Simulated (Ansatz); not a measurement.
## AsP₂: from a trial structure to a relaxed crystal

Method: Ansatz 0.2.0, DFT PBE, scalar-relativistic, plane waves, PAW.

AsP₂ was placed on the cubic Laves (C15) structure type (Fd-3m, No. 227), with As in place of Mg, P in place of Cu, at a guessed volume.

Input of the last, converged step (default PAW datasets):

```yaml
crystal:
  lattice:
    - [0.0, 3.6608574341, 3.6608574341]
    - [3.6608574341, 0.0, 3.6608574341]
    - [3.6608574341, 3.6608574341, 0.0]
  atoms:
    - { symbol: P, position: [0.125, 0.125, 0.125] }
    - { symbol: P, position: [0.625, 0.125, 0.125] }
    - { symbol: P, position: [0.125, 0.125, 0.625] }
    - { symbol: P, position: [0.125, 0.625, 0.125] }
    - { symbol: As, position: [0.5, 0.5, 0.5] }
    - { symbol: As, position: [0.75, 0.75, 0.75] }
basis:
  ecutwfc: 420
kpoints:
  mp_grid: { grid: [10, 10, 10] }
hamiltonian:
  xc: pbe
scf:
  occupations: { method: gaussian, width: 0.1 }
output:
  forces: true
  stress: true
  eigenvalues: true
relax:
  adjacent_minimum: "off"
  f_tol: 0.01
  max_steps: 80
  cell: { stress_tol: 0.05 }
```

Launched as:

```bash
ansatz run input.yaml --threads 1 --pin off --max-ram 2560MiB --backend cpu --events-out ev --progress --plain --runs-dir out
```

Time: 13 s on 1 thread of Intel(R) Xeon(R) 6975P-C (Granite Rapids) (shared host), peak memory 0.46 GiB.

The program printed at the end:

```
SCF converged after 5 iterations
Free energy (F): -12730.339889 eV
Harris-Foulkes:  -12730.339889 eV  (|F-HF|=3.64e-12)
Internal energy: -12730.328640 eV  (E = F + TS)
E sigma→0 (E₀):  -12730.334264 eV
Entropy (-TS):   -0.011249 eV (-1.875 meV/atom)
Fermi energy:    11.549380 eV
--- Per-component energies (eV) ---
  E_band       = -343.299691
  E_kinetic    = 481.208845
  E_local      = -3655.980814  (includes V_loc(G=0)·N_el)
  E_nonlocal   = -1208.000306
  E_hartree    = 2000.721917
  E_xc         = -403.055030
  E_vxc        = -400.229103  (∫ρ·V_xc dr)
  E_paw        = -5944.644877  (= ΣΔE_a)
  E_vpaw       = 438.258019  (= ΣTr[D̂ρ^β])
  E_aug_tail   = 0.000032  (compensation charges beyond the density's cutoff)
  E_ewald      = -4000.578407
  E_smearing   = -0.011249  (= −TS)
  E_closure    = 0.000000  (closes the sum)
  Σ components = -12730.339889   (vs F -12730.339889, Δ=0.00e0)
--- Forces (eV/Å), atoms counted from 1 ---
  atom   1  P      0.00000000     0.00000000     0.00000000
  atom   2  P      0.00000000     0.00000000     0.00000000
  atom   3  P      0.00000000     0.00000000     0.00000000
  atom   4  P      0.00000000     0.00000000     0.00000000
  atom   5  As     0.00000000     0.00000000     0.00000000
  atom   6  As     0.00000000     0.00000000     0.00000000
  max |Σ_I F_I| component: 1.16e-18 eV/Å
--- Stress (GPa, compression-positive) ---
       -0.044293       0.000000       0.000000
        0.000000      -0.044293       0.000000
        0.000000       0.000000      -0.044293
  P = ⅓ Tr σ = -0.0443 GPa (-0.443 kbar)
--- Relaxed structure (2 steps of the walk, 2 accepted, 1 SCFs on fresh bases) ---
  F+E_penalty+E_count = -12730.33988864 eV   max|allowed force component| = 7.011e-18 eV/Å   (the final SCF, on the basis selected at the relaxed cell)
  cell:  # Å, volume = 97.3772 Å³
    - [0.000000, 3.651537, 3.651537]
    - [3.651537, 0.000000, 3.651537]
    - [3.651537, 3.651537, 0.000000]
  atoms:
    - { symbol: P, position: [0.125000, 0.125000, 0.125000] }
    - { symbol: P, position: [0.625000, 0.125, 0.125] }
    - { symbol: P, position: [0.125000, 0.125000, 0.625000] }
    - { symbol: P, position: [0.125, 0.625000, 0.125] }
    - { symbol: As, position: [0.500000, 0.500000, 0.500000] }
    - { symbol: As, position: [0.750000, 0.750000, 0.750000] }
```

Total energies depend on the potentials used, so only differences within one code and one set of settings carry meaning.

The result has space group Fd-3m (No. 227). Around P lie 6 P at 2.58 Å and 6 As at 3.03 Å; As is coordinated by 12 P at 3.03 Å and 4 As at 3.16 Å.

Against the elements it lies at 0.77 eV/atom. Energies over the elements count from the elements' standard structures at the same level, with no empirical corrections.

For metals, differences of a few meV/atom aren't resolved.

A structure relaxed within its symmetry needn't be a true minimum.